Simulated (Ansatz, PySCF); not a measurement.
This Ansatz (an electronic-structure program) input computes a CCSD(T)/cc-pVDZ energy:

Ansatz 0.2 input:
```yaml
crystal:
  periodic: [false, false, false]
  atoms:
    - {symbol: C, position_ang: [-0.00000000, -0.00000000, -0.51434199]}
    - {symbol: O, position_ang: [0.00000000, 0.00000000, 0.58709802]}
    - {symbol: H, position_ang: [-0.00000000, -0.00000000, -1.61073223]}
basis:
  gaussian:
    orbitals: cc-pVDZ
total_charge: 1
magnetization: {spin_polarized: false}
correlation: {method: ccsd_t, electrons: outside_noble_gas}
```

Q: Write an input for the same energy in PySCF and say what it gives.

A: 
```python
from pyscf import gto, scf, mp, cc as ccmod

mol = gto.M(
    atom='''
    C    -0.00000000   -0.00000000   -0.51434199
    O     0.00000000    0.00000000    0.58709802
    H    -0.00000000   -0.00000000   -1.61073223
    ''',
    basis='cc-pvdz',
    charge=1,
    spin=0,
    verbose=4,
)

mf = scf.RHF(mol)
mf.conv_tol = 1e-10
mf.max_cycle = 100
mf.kernel()
mp2 = mp.MP2(mf, frozen=2).run()
cc = ccmod.CCSD(mf, frozen=2)
cc.max_cycle = 100
cc.kernel()
et = cc.ccsd_t()
print(f'E(CCSD(T)) = {cc.e_tot + et:.9f}')
```
It gives -113.29313 Eh, and Ansatz -113.29313 Eh, a difference of 0.00 mEh.
